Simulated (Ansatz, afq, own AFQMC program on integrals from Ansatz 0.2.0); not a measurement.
**CH5, doublet in cc-pVTZ, levels against CCSDT(Q)**

```tsv
atom	x (Å)	y (Å)	z (Å)
H	-2.1501	0.0000	0.0000
H	-1.2501	0.0000	0.0000
C	0.2279	0.0000	0.0000
H	0.2279	-1.0800	0.0000
H	0.2279	0.5400	0.9353
H	0.2279	0.5400	-0.9353
```

Basis cc-pVTZ. Noble-gas cores (and the filled d shells of Ga–Kr and In–Xe) are frozen. Ansatz 0.2.0 and our own AFQMC program on the same integrals; the CISD trial comes from CCSD amplitudes, and released means the phaseless constraint is let go. Uncertainties: one standard error, sampling alone.

Determinant: UHF, the one that the program's search chose, which needn't be the lowest solution. The geometry is a point of a scan.

No full CI on the walks' own integrals is used here; CCSDT(Q) serves as the reference and is uncertain by about the last step of the cluster series.

- T1 diagnostic: 0.0162
- weight of the determinant in the CISD state: 0.910
- ⟨S²⟩ of the determinant: 0.790
- size of the correlated space: 9 electrons in 99 orbitals

Reference: CCSDT(Q), correlation energy -6.497 eV. The released energy is read at 2.40 1/Eh (meV from the phaseless value at times in 1/Eh: -3 ± 4 at 0.24, -3.9 ± 2.4 at 0.51, -8 ± 3 at 0.99, 3 ± 5 at 1.62, 2 ± 6 at 2.40).

```csv
level,E − E(reference) (mEh),share of correlation (%)
HF,238.77,0.00
MP2,35.78,85.02
CCSD,7.50,96.86
CCSD(T),0.87,99.64
CCSDT,0.20,99.92
ph-AFQMC/CISD,0.05 ± 0.15,99.98
released AFQMC,0.13 ± 0.22,99.95
```

A walk keeps the symmetry of its determinant, which the program's search chose and which needn't be the lowest solution, so a lower state of the same spin and another symmetry isn't excluded. Released energies are given only where the last usable release times agree within the noise; a slower fall can still hide under it.
